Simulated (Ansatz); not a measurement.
The input, for Ansatz 0.2.0:

```yaml
crystal:
  periodic: [false, false, false]
  atoms:
    - {symbol: C, position_ang: [0.000000, -0.040235, 0.110711]}
    - {symbol: H, position_ang: [0.000000, 1.243367, -1.673545]}
    - {symbol: H, position_ang: [0.000000, -0.040235, 1.193623]}
    - {symbol: H, position_ang: [0.000000, -0.723694, -0.839324]}
basis:
  gaussian: {orbitals: cc-pVDZ}
total_charge: 1
magnetization: {spin_polarized: true, initial_magnetization: 2}
correlation: {method: ccsdt_q, electrons: outside_noble_gas}
```

```sh
$ ansatz run in.yaml --threads 1 --pin off --events-out ev --progress --plain --max-ram 2393MiB
```

Log:

```
504 factors; integrals over basis functions are off by at most 2.4e-7 eV
mean field evaluation 1: about -1059.3015 eV, gradient 1.5e1 eV
mean field evaluation 2: about -1059.3018 eV, gradient 1.5e1 eV
mean field evaluation 4: about -1061.7230 eV, gradient 3.2e0 eV
mean field evaluation 8: about -1062.4813 eV, gradient 1.9e-1 eV
mean field evaluation 16: about -1062.4875 eV, gradient 6.1e-1 eV
mean field evaluation 32: about -1062.4642 eV, gradient 6.6e-1 eV
mean field evaluation 64: about -1062.5393 eV, gradient 1.6e-1 eV
mean field evaluation 96: about -1062.4813 eV, gradient 2.3e-1 eV
mean field evaluation 128: about -1062.4678 eV, gradient 5.0e-1 eV
mean field -1062.58596128 eV, -39.0493138304 hartree, gradient 8.7e-7 eV, S^2 2.006395; 8 other end points of the search recorded, 0 dependent functions left out
determinant -1062.58596128 eV, -39.0493138304 hartree, with singles and doubles -1065.28355072 eV, -39.1484484139 hartree
determinant -1062.48224271 eV, -39.0455022434 hartree, with singles and doubles -1065.41193364 eV, -39.1531663993 hartree
determinant -1062.58596128 eV, -39.0493138304 hartree, with singles and doubles -1065.28232977 eV, -39.1484035446 hartree
determinant -1062.48224271 eV, -39.0455022434 hartree, with singles and doubles -1065.42046927 eV, -39.1534800776 hartree
1 core orbitals not correlated: weight in the atoms' cores, before any rotation towards them, 1.000 or more for the frozen orbitals, at most 0.000 for the correlated occupied ones
reference -1062.48224271 eV, -39.0455022434 hartree; 4, 2 occupied and 24, 26 virtual orbitals, 504 factors
second order -2.27408977 eV of doubles, -0.00000000 eV of singles
cycle   1  -2.70591041 eV  change   -4.3e-1 eV  update   5.5e-2
cycle   2  -2.96815756 eV  change   -2.6e-1 eV  update   2.8e-2
cycle   3  -2.99786472 eV  change   -3.0e-2 eV  update   1.4e-2
cycle   4  -2.99700374 eV  change    8.6e-4 eV  update   7.9e-3
cycle   5  -3.00079833 eV  change   -3.8e-3 eV  update   4.1e-3
cycle   6  -3.00268689 eV  change   -1.9e-3 eV  update   2.0e-3
cycle   7  -3.00327163 eV  change   -5.8e-4 eV  update   1.1e-3
cycle   8  -3.00388796 eV  change   -6.2e-4 eV  update   5.9e-4
cycle   9  -3.00372418 eV  change    1.6e-4 eV  update   2.4e-4
cycle  10  -3.00401606 eV  change   -2.9e-4 eV  update   1.0e-4
cycle  11  -3.00400411 eV  change    1.2e-5 eV  update   4.0e-5
cycle  12  -3.00399271 eV  change    1.1e-5 eV  update   2.0e-5
cycle  13  -3.00396615 eV  change    2.7e-5 eV  update   9.5e-6
cycle  14  -3.00396749 eV  change   -1.3e-6 eV  update   3.8e-6
cycle  15  -3.00397140 eV  change   -3.9e-6 eV  update   1.8e-6
cycle  16  -3.00397235 eV  change   -9.5e-7 eV  update   9.0e-7
cycle  17  -3.00397166 eV  change    7.0e-7 eV  update   3.6e-7
cycle  18  -3.00397147 eV  change    1.8e-7 eV  update   1.9e-7
perturbative correction -0.00175742 eV, -0.0000645841 hartree
Total energy: -1065.48797161 eV, -39.1559607429 hartree
```

For the same geometry and basis full CI lies 0.6 meV higher.

Ran on 1 thread of Arm Neoverse V1, shared host: 4.8 s wall, 0.17 GiB peak host memory.
